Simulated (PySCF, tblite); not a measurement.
**C₅H₆+ (doublet): geometry, infrared bands and EPR parameters**

What infrared bands and EPR parameters should C₅H₆+ (doublet) (`C[CH+][C]1C=C1`) show?

Programs: tblite 0.8.0 and PySCF 2.14.0, with density-fitted response routines of our own. Each step states its level of theory. These are calculated values for one molecule in the gas phase, unless marked as measured. Atoms count from 0, in the outputs and in this text.

### 1 The molecule as given

11 atoms, charge 1, multiplicity 2; geometry from: force field or distance geometry start.

Bonds of the start (Å): C0–C1 1.48, C1–C2 1.44, C2–C3 1.40, C3–C4 1.31, C4–C2 1.41, C0–H5 1.10, C0–H6 1.10, C0–H7 1.10, C1–H8 1.08, C3–H9 1.09, C4–H10 1.07.

### 2 Optimising the geometry with GFN2-xTB

Job settings and geometry (Å):

```
{"job": {"kind": "relax", "xc": "GFN2-xTB", "basis": "xTB"}, "charge": 1, "multiplicity": 2}
C     -1.310200     0.440900     0.281100
C     -0.691900    -0.504000    -0.681300
C      0.736700    -0.692200    -0.766600
C      1.684700    -0.868200     0.250800
C      1.779700     0.215600    -0.474300
H     -1.316700     1.456700    -0.132600
H     -2.359500     0.159000     0.452500
H     -0.804500     0.456200     1.255200
H     -1.292200    -0.970500    -1.441400
H      1.696400    -0.903800     1.335200
H      1.882800     1.212800    -0.104600
```

Launch:

```console
> OMP_NUM_THREADS=1 python probes_run.py task.json out
```

One launch serves the whole session: the jobs run in the order shown.

**Question.** This job is followed by: GFN2-xTB harmonic vibrations, gas phase; UKS B3LYP, pcH-1 on C H, non-relativistic, mean-field spin-orbit, GIAO. What will the session give for the following? strongest single infrared mode (GFN2-xTB); zero-point energy (GFN2-xTB); g(iso) (B3LYP); ⟨S²⟩; largest a(iso) (averaged by class).

**Answer**, as computed:

```
                                 quantity                       value
strongest single infrared mode (GFN2-xTB)       1304 cm⁻¹, 244 km/mol
             zero-point energy (GFN2-xTB)               53.4 kcal/mol
                           g(iso) (B3LYP)                     2.00262
                                     ⟨S²⟩          0.753 (exact 0.75)
       largest a(iso) (averaged by class)  1H on H5, H6, H7, 88.7 MHz
```

What this shows: The optimisation took 110 steps and gained 2.796 eV; among the close pairs (by a distance rule), C1–C2 changed most, from 1.443 to 1.371 Å. No mode is imaginary among the 27: a minimum at this level. The strongest single mode, at 1304 cm⁻¹, moves mainly H5 and H6. GFN2-xTB is a fitted tight-binding method: band positions and strengths are rough. Its intensities can rank the bands wrongly. C1 carries the largest spin population, 0.63 e. The isotropic g lies 0.3 ppt above the free-electron value. The conformer search found further structures of the same energy, which may be mirror or relabelled copies of this one.
